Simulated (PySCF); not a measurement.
# Fluorine: a sound run and one with changed settings

Sound run: F [He] 2s2 2p5, F⁺ [He] 2s2 2p4. Computed with PySCF 2.14 in def2-SVP (3s2p1d, 14 functions), with the non-relativistic Hamiltonian (point nucleus). In the sound run the correlated levels freeze 1s2. The sound run starts from symmetry-adapted Hartree-Fock orbitals and uses a fine grid where one is needed.

Changed run: all electrons correlated in a basis built for the valence shell.

| species | method | sound run (hartree) | changed run (hartree) | converged |
| --- | --- | --- | --- | --- |
| F | MP2 | -99.42243 | -99.42420 | yes |
| F | CCSD(T) | -99.43472 | -99.43631 | yes |
| F⁺ | MP2 | -98.79918 | -98.80078 | yes |
| F⁺ | CCSD(T) | -98.81434 | -98.81579 | yes |

Ionisation energy of F:

```
 method  sound run (eV)  changed run (eV)
    UHF          15.772            15.772
    MP2          16.959            16.964
SCS-MP2          16.914            16.916
   CCSD          16.879            16.882
CCSD(T)          16.881            16.885
```

A valence basis has no tight correlating functions, so it recovers only part of the core correlation, and not evenly between atom and ion.

For comparison, NIST gives 17.423 eV between the lowest levels.
